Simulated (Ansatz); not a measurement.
Run this with Ansatz's Python interface and show what comes out.

Script `spin.py`:
```python
"""Gap between spin states of C2H7N3 at one geometry."""

import ansatz as az

molecule = (
    az.Crystal.molecule()
    .atom("N", (-0.7587, 1.2497, -1.3118))
    .atom("C", (0.192, 0.4825, -1.1716))
    .atom("C", (0.4645, -0.2089, 0.1408))
    .atom("N", (-0.0613, 0.5283, 1.223))
    .atom("N", (-0.1828, -1.4805, 0.1873))
    .atom("H", (-1.2672, 1.3715, -0.397))
    .atom("H", (0.8692, 0.2453, -2.0257))
    .atom("H", (1.6151, -0.298, 0.2843))
    .atom("H", (-0.0343, -0.0409, 2.1043))
    .atom("H", (0.398, 1.3701, 1.4281))
    .atom("H", (-1.1943, -1.2695, 0.1897))
    .atom("H", (0.0368, -2.0047, -0.6172))
)

calculation = (
    molecule.calculation()
    .basis(gaussian="6-31G*")
    .functional("r2scan0")
)
found = {}
for unpaired in [0, 2]:
    summary = calculation.spin("collinear", total=unpaired).run(threads=1, pin="off").report
    s = unpaired / 2
    found[unpaired] = summary["free_energy_ev"]
    print(f"2S+1 = {unpaired + 1}: E = {found[unpaired]:.5f} eV, <S^2> = {abs(summary['mean_field']['state']['spin_squared']):.3f} (pure state {s * (s + 1):.2f})")
lowest = min(found, key=found.get)
for unpaired, e in found.items():
    print(f"multiplicity {unpaired + 1}: {(e - found[lowest]):.3f} eV above the lowest")
```

`python spin.py` gives:
```text
2S+1 = 1: E = -6651.84407 eV, <S^2> = 0.000 (pure state 0.00)
2S+1 = 3: E = -6647.57818 eV, <S^2> = 2.010 (pure state 2.00)
multiplicity 1: 0.000 eV above the lowest
multiplicity 3: 4.266 eV above the lowest
```

In order: multiplicity 1 (+0.00 eV) and multiplicity 3 (+4.27 eV), all at the one geometry.

Total energies depend on the basis set; only differences at equal settings carry meaning. The geometry is a force-field or estimated start, not a minimum of this method, and the basis set is short of its limit. All parts are taken at fixed geometry, without zero-point energy. Finished in 15 s on 1 thread of Intel(R) Xeon(R) Processor @ 2.30GHz, with other jobs on the host, peak memory 0.38 GiB.
